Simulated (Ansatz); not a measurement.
# Structure relaxation of CsTl

Method: Ansatz, DFT PBE, scalar-relativistic, plane waves, PAW. Cutoff 420 eV, Γ-centred k mesh, Gaussian smearing, no spin polarisation in the final step.

The start puts CsTl on the CuAu (L1_0) structure type (P4/mmm, No. 123), with Cs in place of Cu, Tl in place of Au, at a guessed volume.

```
CELL_PARAMETERS angstrom
3.90455 0.00000 0.00000
0.00000 3.90455 0.00000
0.00000 0.00000 5.11775
ATOMIC_POSITIONS crystal
Cs 0.50000 0.50000 0.50000
Tl 0.00000 0.00000 0.00000
```

Steps on the 14×14×12 mesh (2 atoms). 10 of 11 steps are shown, and the free energy counts from the last. Trial steps that were taken back and renewals of the plane-wave basis can be among the rows.

```tsv
step	ΔF (meV/atom)	V (Å³/atom)	P (GPa)
1	98.8	39.01	3.20
2	47.6	42.48	1.67
3	17.0	47.16	0.45
4	11.2	49.47	0.04
5	6.0	50.14	-0.06
6	4.4	49.92	-0.07
8	1.5	49.69	0.12
9	0.5	50.11	0.06
10	0.1	50.57	0.00
11	0.0	50.57	0.00
```

A final relaxation ran on a 12×12×12 mesh. The relaxed crystal, P4/mmm (No. 123):

```
Cs Tl
1.0
     4.59030    0.00000    0.00000
     0.00000    4.59030    0.00000
     0.00000    0.00000    4.79971
Cs Tl
1 1
Direct
  0.50000 0.50000 0.50000
  0.00000 0.00000 0.00000
```

```yaml
Volume_per_atom: 50.57 Å³
Density: 5.54 g/cm³
Energy_over_the_elements: 0.08 eV/atom
Gap_on_the_12×12×12_mesh: 0 eV (a metal)
```

Formation energies are uncorrected and refer to the elements' standard structures at the same level.

The final run used a 12×12×12 mesh on its 2-atom cell and 0.10 eV smearing. The k mesh leaves about 4 meV/atom of noise in metals. Spin–orbit coupling is left out.

Symmetry constrained the relaxation, so the result can be a saddle point.

Cost: 3 runs of about 4.7 core-minutes in all, on Arm Neoverse V1 (shared hosts).